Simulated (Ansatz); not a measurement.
System: bcc Mo. Method: LDA in Ansatz (PAW).

Run with plane-wave cutoff 520 eV, 24×24×24 k mesh, Fermi–Dirac smearing 0.05 eV, no spin polarisation, scalar-relativistic PAW data made under PBE.

Energies at three volumes about the minimum:

| V (Å³/atom) | E − E_lowest (meV/atom) |
|---|---|
| 14.760 | 5.71 |
| 15.061 | 0.00 |
| 15.362 | 5.31 |

Q: Fit a parabola by hand: where is the minimum, what lattice constant follows, and what is the bulk modulus?

A: Slopes: (0.00 − 5.71)/(15.061 − 14.760) = -18.970 and (5.31 − 0.00)/(15.362 − 15.061) = 17.641 meV/Å³. Curvature E″ = 2 × (17.641 − (-18.970))/(15.362 − 14.760) = 121.631 meV/Å⁶. From the middle of the first interval, the slope vanishes at V0 = 14.9105 − (-18.970)/121.631 = 15.066 Å³/atom. B = V0 E″ = 15.066 × 121.631 meV/Å³ × 0.1602 GPa per meV/Å³ = 294 GPa. With 2 atoms in the cube, a = (2 × 15.066)^(1/3) = 3.112 Å. The full Birch–Murnaghan fit to all volumes gives V0 = 15.061 Å³/atom and B0 = 293 GPa.

Measured, for comparison: bulk modulus 265 GPa (zero-point energy and finite temperature contributions removed, sources range from 265 to 278; as tabulated in doi:10.1021/acs.jctc.3c00612); lattice constant a 3.141 Å (static lattice: zero-point anharmonic expansion removed; as tabulated in Mejia-Rodriguez and Trickey (2018), arXiv:1807.09216). Computed less measured: bulk modulus +11 % (+5 % to +11 % over the range).

Ansatz is a quantum-chemistry and plane-wave program.
